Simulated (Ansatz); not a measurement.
Basis-set extrapolation for `C=CC=S` (PBE0-D4/def2-TZVP geometry, frozen core, the Gaussian-basis code of Ansatz). Multiplicity 1, RHF reference.

```json
{"": "HF", "def2-TZVPP": "-513.474769", "def2-QZVPP": "-513.491179"}
{"": "MP2 correlation", "def2-TZVPP": "-0.648631", "def2-QZVPP": "-0.693993"}
{"": "CCSD(T) correlation", "def2-TZVPP": "-0.719985", "def2-QZVPP": "not run"}
```

Energies in hartree. Use E(X) = E(∞) + A·exp(−7.88·√X) for Hartree–Fock and E(X) = E(∞) + B·X^(−2.97) for correlation, with X = 3 and 4, and add CCSD(T) minus MP2 of the smaller set to the MP2 limit.

What is the CCSD(T) energy at the basis-set limit?

HF limit: -513.491179 + (-0.016410) × 0.13774 = -513.49344. MP2 limit: -0.693993 + (-0.045362) × 0.74074 = -0.72759. Higher-order term: -0.719985 − (-0.648631) = -0.07135. Total: -514.29238 hartree, 256.3 kJ/mol below CCSD(T)/def2-TZVPP.
